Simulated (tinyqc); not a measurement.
A ladder of methods, and size consistency: correlation methods against full CI in the sto-6g basis, for HF, spin multiplicity 1. Computed by the program tinyqc with PySCF. All electrons correlated; +Q is the Davidson correction (1 - c0^2) E_corr. The last columns treat two copies 100 angstrom apart as one system. FCI is the lowest singlet.

Geometry (angstrom):
```
atom       x       y       z
F     0.0000  0.0000  0.0000
H     0.0000  0.0000  1.1610
```

RHF energy of one = -99.464396 hartree

Correlation energies (hartree):
```
method   E_corr of one  share of FCI (%)  E_corr of two at 100 angstrom  two minus twice one (mhartree)
MP2           -0.03050            60.711                       -0.06100                           0.000
CISD          -0.05024           100.000                       -0.09646                           4.026
CISD+Q        -0.05243           104.352                       -0.10388                           0.974
CCSD          -0.05024           100.000                       -0.10048                           0.000
CCSD(T)       -0.05024           100.000                       -0.10048                           0.000
FCI           -0.05024           100.000                              -                               -
```

What does the comparison show, and why?

MP2 recovers 61 %, CISD 100.0 % and CCSD 100.0 % of the FCI value (c0^2 = 0.956 in CISD). MP2 and coupled cluster are size consistent, so their last column vanishes; CISD loses 4.03 mhartree, since a double excitation on each copy is a quadruple of the pair, and the Davidson correction leaves +0.97. With two electrons, or one virtual orbital, CISD and CCSD are exact for one copy, so +Q overshoots there.
